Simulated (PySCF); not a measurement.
Si(H)4 cation (H4Si), SMILES [SiH4] (connectivity only; charge and spin as stated), charge +1, multiplicity 2.

Coordinates come from a ωB97X-D3(BJ)/def2-TZVPD optimisation. The geometry has at least one imaginary mode, so it is a saddle point at that level. The multiplicity is an assumed one; other spin states were not compared. The isomer is the one that the SMILES or the coordinates give; other isomers of the formula were not compared.

These are B3LYP/def2-TZVPD (PySCF) values and carry that method's errors.

total energy: -291.45292 hartree
point group: D4h
α spin, highest occupied and lowest empty level: -14.45 and -10.43 eV
β spin, highest occupied and lowest empty level: -17.03 and -11.44 eV
dipole moment about the centre of nuclear charge: 0.000 e·Å
mean static polarisability: 29.5 bohr³ (4.37 Å³)
polarisability, principal values: 17.9, 35.3, 35.3 bohr³
⟨S²⟩: 0.760 (pure state 0.75)
